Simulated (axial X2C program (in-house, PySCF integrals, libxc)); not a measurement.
**SiCO⁺: bond lengths and stretches, held linear**

One table from this session's results is given with a row withheld; the runs are named, their logs left out.

Program: an in-house X2C program for linear molecules on PySCF integrals. Level of theory: all-electron X2C, two-component (2c) or spin-free, Si dyall-v3z, C dyall-v3z, O dyall-av3z. These are calculated values, not measurements.

All values are calculated.

2 further runs of the same task are left out: 2 set aside as unsound or not needed.

Set-up of the first run:

Contents of task.json:

```json
{"zs": [14, 6, 8], "q": 1, "bas": ["dyall-v3z", "dyall-v3z", "dyall-av3z"], "r0": [1.86, 1.13], "symm": 0, "scan": ["PBE0", "HF", "B3LYP"], "levels": ["PBE0", "HF", "BHandHLYP"], "nst": 2}
```

Keys: zs atomic numbers; q charge; bas basis sets; r0 starting distance in Å; symm equal bonds; scan levels of the two-bond scan; levels methods; nst determinants followed.

Run with:

```
$ python solin.py task.json out
```

Masses Si 27.977, C 12.000, O 15.995 u.

Steps of the session up to this table: Scan at PBE0, 2c; Scan at B3LYP, 2c; Scan at PBE0, spin-free.

One of the session's tables, all rows but one given; the rest of the session is left out.

```
           level  r(Si–C) (Å)  lower stretch (cm⁻¹)  upper stretch (cm⁻¹)
        PBE0, 2c        2.003                 365.3                2221.7
       B3LYP, 2c        2.021                 341.3                2186.1
 PBE0, spin-free            ?                     ?                     ?
B3LYP, spin-free        2.020                 342.1                2185.9
```

Q: Estimate the row for PBE0, spin-free from the others.

As computed: r(Si–C) (Å): 2.003; lower stretch (cm⁻¹): 366.0; upper stretch (cm⁻¹): 2221.5.

Scans not shown above were run alike.

The molecule was held linear; bending was not examined, so a bent shape may lie lower. Note: functional without a current term on a determinant with orbital currents, of the molecule or an atom.
